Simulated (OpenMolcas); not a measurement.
# One shape, several levels: CH6BN (SMILES CBN)

Aim: a comparison of 6 runs (B3LYP/6-31G*, BHLYP/cc-pVDZ, SVWN5/cc-pVDZ, TPSS/cc-pVDZ, r2SCAN/cc-pVDZ, MP2/cc-pVDZ) of CH6BN. 

Program for the calculation: OpenMolcas 26.06.

1 further run of the same task is left out (set aside as unsound or not needed).

### Step 1. The system as given

CH6BN: 9 atoms, total charge 0, spin state singlet. SMILES: `CBN`. Geometry: relaxed at PBE0-D4/def2-TZVP.

Bond lengths: C1–B2 1.568 Å, B2–N3 1.392 Å, C1–H4 1.096 Å, C1–H5 1.095 Å, C1–H6 1.094 Å, B2–H7 1.202 Å, N3–H8 1.005 Å, N3–H9 1.007 Å. Some angles: C1–B2–N3 122.0°, C1–B2–H7 121.0°, N3–B2–H7 117.0°, B2–C1–H4 110.3°, B2–C1–H5 110.4°, B2–C1–H6 114.3°, B2–N3–H8 123.2°, B2–N3–H9 123.1°, H4–C1–H5 105.5°, H4–C1–H6 108.0°.

### Step 2. Energy and gradient at B3LYP/6-31G(d) (Cartesian functions) (run 1)

The input, job.input:

```
* CH6BN Kohn-Sham DFT

&gateway
 baslib
 $CurrDir
 coord
 9
 bohr
 C     -1.25723479     1.43184548    -1.11550533
 B      0.86814018    -0.53460352    -0.48414783
 N      1.12022965    -1.59266118     1.90994619
 H     -2.44133718     0.73850497    -2.66564767
 H     -0.42443249     3.19779455    -1.80336564
 H     -2.49424951     1.88764743     0.47677790
 H      2.35988998    -1.19581869    -2.06509271
 H      2.46836026    -2.85537617     2.35252005
 H     -0.03174740    -1.16482718     3.36220072
 basis
 6-31Gs
 group
 NoSym

&seward
 gridinput
 Grid=UltraFine
 End of Grid

&scf
 ksdft
 B3LYP
 thresholds
 1e-10 1e-07 1e-07 1e-05
 prorbitals
 1 2

&alaska
```

The basis set 6-31G* is read from a file made from the Basis Set Exchange's data (not shown).

The run is started by

```sh
$ export MOLCAS_MEM=1860
$ pymolcas job.input > job.log
```

Log:

```text
--- Start Module: gateway ---
[...]
--- Stop Module: gateway /rc=_RC_ALL_IS_WELL_ ---
[...]
      Basis functions           57
[...]
--- Start Module: scf ---
[...]
       Convergence after  13 Iterations
[...]
::    Total KS-DFT energy                            -121.3685185606
[...]
      Total spin, S                                     0.0000000000
[...]
      Total electronic charge=   24.000000
      Total            charge=   -0.000000
[...]
      Dipole Moment (debye):
      Origin of the operator (angstrom)=    0.1179   -0.1277    0.0944
                   X= -5.0743E-02               Y= -5.3701E-01               Z=  1.6235E+00           Total=  1.7107E+00
      Quadrupole Moment (debye*angstrom):
[...]
 *              Molecular gradients               *
 **************************************************
  Irreducible representation: a
 ------------------------------------------------------------------------------------------
                              X                       Y                       Z
 ------------------------------------------------------------------------------------------
  C1                1.07317646134986E-03   -1.20409293301016E-03    1.01723223209516E-03
  B2               -2.78878539643235E-03    7.99298103485502E-04    4.12781978202315E-03
  N3               -4.28638582935292E-04    3.89840677801789E-04   -1.16690010248277E-04
  H4                1.67447366641515E-03    5.70968128686955E-04    1.58283733736075E-03
  H5               -6.24855091722276E-04   -2.21315627340557E-03    5.94216298082317E-04
  H6                1.74612984780054E-03   -8.44927718039679E-04   -1.66978176138199E-03
  H7               -8.27178652700322E-05    8.48907551926903E-05   -4.32635568814455E-05
  H8               -3.27455688214240E-03    3.24826418050828E-03   -1.55978535540136E-03
[...]
```

Run time: 23 s. Hardware: 1 thread of Arm Neoverse V1, shared host; peak memory 0.39 GiB.

### Step 3. Energy and gradient at BHLYP/cc-pVDZ (run 2)

The input, job.input:

```
* CH6BN Kohn-Sham DFT

&gateway
  baslib
  $CurrDir
  coord
  9
  bohr
  C     -1.25723479     1.43184548    -1.11550533
  B      0.86814018    -0.53460352    -0.48414783
  N      1.12022965    -1.59266118     1.90994619
  H     -2.44133718     0.73850497    -2.66564767
  H     -0.42443249     3.19779455    -1.80336564
  H     -2.49424951     1.88764743     0.47677790
  H      2.35988998    -1.19581869    -2.06509271
  H      2.46836026    -2.85537617     2.35252005
  H     -0.03174740    -1.16482718     3.36220072
  basis
  cc-pVDZ
  group
  NoSym

&seward
  gridinput
  Grid=UltraFine
  End of Grid

&scf
  ksdft
  HYB_GGA_XC_BHANDHLYP
  thresholds
  1e-10 1e-07 1e-07 1e-05
  prorbitals
  1 1

&alaska
```

The basis set cc-pVDZ is read from a file made from the Basis Set Exchange's data (not shown).

The run is started by

```sh
$ export MOLCAS_MEM=1860
$ pymolcas job.input > job.log
```

Log:

```text
--- Start Module: gateway ---
[...]
--- Stop Module: gateway /rc=_RC_ALL_IS_WELL_ ---
[...]
      Basis functions           72
[...]
--- Start Module: scf ---
[...]
       Convergence after  12 Iterations
[...]
::    Total KS-DFT energy                            -121.2974650883
[...]
      Total spin, S                                     0.0000000000
[...]
      Total electronic charge=   24.000000
      Total            charge=   -0.000000
[...]
      Dipole Moment (debye):
      Origin of the operator (angstrom)=    0.1179   -0.1277    0.0944
                   X= -5.2152E-02               Y= -5.1924E-01               Z=  1.5774E+00           Total=  1.6615E+00
      Quadrupole Moment (debye*angstrom):
[...]
 *              Molecular gradients               *
 **************************************************
  Irreducible representation: a
 ------------------------------------------------------------------------------------------
                              X                       Y                       Z
 ------------------------------------------------------------------------------------------
  C1                1.12653257604567E-04   -2.68901331422100E-04    5.83233216207679E-04
  B2               -6.42579054152437E-04    1.82023839954494E-03   -3.67388436973304E-03
  N3                2.15747064085114E-05   -2.79836111606091E-04    7.27703894263243E-04
  H4                7.53374716848887E-04    5.84083784859302E-04    8.38251982386407E-04
  H5               -6.26058215170477E-04   -1.08378796174424E-03    2.43310412272102E-04
  H6                6.24642810436615E-04   -1.67790050877414E-04   -9.74221813309306E-04
  H7               -3.46502165166740E-04    3.47792175718897E-05    7.03817560632647E-04
  H8                1.09987069748740E-03   -1.00824867793792E-03    3.24800137224468E-04
[...]
```

Wall time 28 s (1 thread of Arm Neoverse V1, shared host); peak memory 0.42 GiB.

Runs 3 to 5 aren't shown in full; the table further down has their settings and results.

### Step 4. A single-point energy at MP2/cc-pVDZ (run 6)

The input, run.inp:

```
&GATEWAY
BasLib=$CurrDir
Coord
9
angstrom
C       -0.665300       0.757700      -0.590300
B        0.459400      -0.282900      -0.256200
N        0.592800      -0.842800       1.010700
H       -1.291900       0.390800      -1.410600
H       -0.224600       1.692200      -0.954300
H       -1.319900       0.998900       0.252300
H        1.248800      -0.632800      -1.092800
H        1.306200      -1.511000       1.244900
H       -0.016800      -0.616400       1.779200
Basis=cc-pVDZ
Group=NoSym
&SEWARD
&SCF
Thresholds=1e-10 1e-07 1e-07 1e-05
PrOrbitals=1 2
&MBPT2
Frozen=3
```

The basis set cc-pVDZ is read from a file made from the Basis Set Exchange's data (not shown).

The run is started by

```sh
$ export MOLCAS_MEM=1860
$ pymolcas run.inp > run.log
```

Log:

```text
--- Start Module: gateway ---
[...]
--- Stop Module: gateway /rc=_RC_ALL_IS_WELL_ ---
[...]
      Basis functions           72
[...]
--- Start Module: scf ---
[...]
       Convergence after  12 Iterations
[...]
::    Total SCF energy                               -120.5526154318
[...]
      Total spin, S                                     0.0000000000
[...]
      Total electronic charge=   24.000000
      Total            charge=   -0.000000
[...]
      Dipole Moment (debye):
      Origin of the operator (angstrom)=    0.1179   -0.1277    0.0944
                   X= -3.9153E-02               Y= -4.9641E-01               Z=  1.4838E+00           Total=  1.5651E+00
      Quadrupole Moment (debye*angstrom):
[...]
--- Stop Module: scf /rc=_RC_ALL_IS_WELL_ ---
[...]
--- Start Module: mbpt2 ---
[...]
WARNING!
Default frozen orbitals as non valence orbitals is overwritten by user input.
Default values:   3
[...]
       Reference weight ( Cref**2 )         =        0.88021
::    Total MBPT2 energy                             -120.9592637204
[...]
      Total MBPT2 calculations                           0.13      0.14
--- Stop Module: mbpt2 /rc=_RC_ALL_IS_WELL_ ---
[...]
```

It took 3.9 s on 1 thread of Arm Neoverse V1, shared host; peak memory 0.42 GiB.

### Step 5. All runs side by side

| run | level | Cartesian functions | task | energy (Eh) | dipole moment (D) of the reference | HOMO energy (eV) | LUMO energy (eV) | wall time |
| --- | --- | --- | --- | --- | --- | --- | --- | --- |
| 1 | B3LYP/6-31G* (Cartesian functions) | yes | gradient | -121.368519 | 1.71 | -7.66 | 1.21 | 23 s |
| 2 | BHLYP/cc-pVDZ | no | gradient | -121.297465 | 1.66 | -9.39 | 2.27 | 28 s |
| 3 | SVWN5/cc-pVDZ | no | gradient | -120.218227 | 1.83 | -6.83 | -0.06 | 23 s |
| 4 | TPSS/cc-pVDZ | no | gradient | -121.392858 | 1.80 | -6.76 | 0.35 | 44 s |
| 5 | r2SCAN/cc-pVDZ | no | gradient | -121.291918 | 1.74 | -7.00 | 0.52 | 42 s |
| 6 | MP2/cc-pVDZ | no | energy | -120.959264 | 1.57 | -11.53 | 4.87 | 3.9 s |

### Step 6. What came out

```
                                          quantity          value
                               run 6: total energy  -120.95926 Eh
         run 6: dipole moment (mean-field density)         1.57 D
        run 6: HOMO energy (Hartree–Fock orbitals)      -11.53 eV
        run 6: LUMO energy (Hartree–Fock orbitals)        4.87 eV
      run 6: HOMO–LUMO gap (Hartree–Fock orbitals)       16.41 eV
run 6: correlation energy (3 core orbitals frozen)     -406.6 mEh
```

In words: Over runs 1, 2, 3, 4, 5 the dipole moment (its size) runs from 1.66 D (BHLYP/cc-pVDZ) to 1.83 D (SVWN5/cc-pVDZ). Over runs 1, 2, 3, 4, 5 the HOMO–LUMO gap runs from 6.77 eV (SVWN5/cc-pVDZ) to 11.66 eV (BHLYP/cc-pVDZ). Totals of different functionals can't be ranked against each other. All runs together took 2.7 min, the longest 44 s.
